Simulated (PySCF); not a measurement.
## How the method moves the proton affinities of `BP` (BH4P)

Coordinates in Å; atoms count from 1 in this order:
```
B    -0.8937   -0.0297   -0.0248
P     0.9030    0.0165   -0.4858
H    -1.5221    0.9997    0.0035
H    -1.4518   -1.0953    0.0661
H     1.5214   -1.0365    0.2334
H     1.4483    1.1493    0.1681
```

All levels share the PBE0-D3(BJ)/def2-SVP structures and the PBE0-D3(BJ)/def2-SVP thermal terms; only the single-point energies (PySCF) change. Values are proton affinities (298 K, kJ/mol).

```jsonl
{"level": "PBE-D3(BJ)/def2-TZVP (grid 2)", "P2": "777", "time": "14 s"}
{"level": "M06-2X/def2-TZVP", "P2": "788", "time": "–"}
{"level": "PBE0-D3(BJ)/def2-TZVP (grid 2, diis space 4)", "P2": "790", "time": "7 s"}
{"level": "LC-ωPBE/def2-TZVPD", "P2": "803", "time": "24 s"}
```

Times are wall times for all single points of a level on 1 thread of Intel Xeon @ 2.50GHz, a shared host; the dash marks the run that also made the structures. LC-ωPBE, PBE ran on a slower path of this set-up, which computes the density-fitting integrals anew in every SCF cycle while the other levels store them. So the times needn't show the usual order of cost, and those levels read slower than they are.

The spread: 25 kJ/mol, from 777 to 803.

Known limits: protonation of a hydridic H, with loss of H₂, was not considered.

Differences come from unrounded values, so a last digit can differ from that of the printed terms.
